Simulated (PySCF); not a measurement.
**Working out the ionisation energy of C**

C [He] 2s2 2p2 (3P) → C⁺ [He] 2s2 2p1 (2P). Computed with PySCF 2.14 in x2c-QZVPPall (7s4p3d2f1g, 57 functions), with the spin-free X2C one-electron Hamiltonian (Gaussian nucleus). Frozen: nothing. Energies in hartree (1 hartree = 27.21139 eV):

```
             part   C (lower)  C⁺ (upper)
              UHF  -37.708625  -37.311874
MP2 opposite-spin   -0.077066   -0.068886
    MP2 same-spin   -0.015220   -0.005120
```

**Question.** What does Hartree-Fock give?

**Answer.** (-37.311874) − (-37.708625) = 0.396751 hartree = 10.796 eV.

**Question.** What do MP2 and SCS-MP2 (6/5 opposite-spin, 1/3 same-spin) give?

**Answer.** The opposite-spin parts differ by 0.223 eV and the same-spin parts by 0.275 eV. MP2: 10.796 + (0.223) + (0.275) = 11.294 eV. SCS-MP2: 10.796 + 1.2 × (0.223) + (0.275)/3 = 11.155 eV.

Measured between the centres of the two terms (NIST): 11.262 eV, so MP2 (valence and next inner shell) is off by 0.032 eV.

What remains against the reference includes basis incompleteness and correlation beyond second order.
